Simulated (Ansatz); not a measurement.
## Ansatz (development build ahead of 0.2.0) run

```yaml
crystal:
  periodic: [false, false, false]
  atoms:
    - { symbol: Al, position_ang: [0.0, 0.0, -0.10959] }
    - { symbol: H, position_ang: [0.0, 0.0, 1.42466] }
basis:
  gaussian: { orbitals: cc-pVTZ }
hamiltonian:
  xc: hf
correlation:
  method: mp2
  frozen_orbitals: { Al: 5, H: 0 }
```

The input is written out in the form of the current development build from the run's settings.

The run gave:

* Converged: yes
* Reference energy: -242.45861 hartree
* Correlation energy: -0.06218 hartree
* Total energy: -242.52079 hartree
* Spin squared of the determinant: 0.000
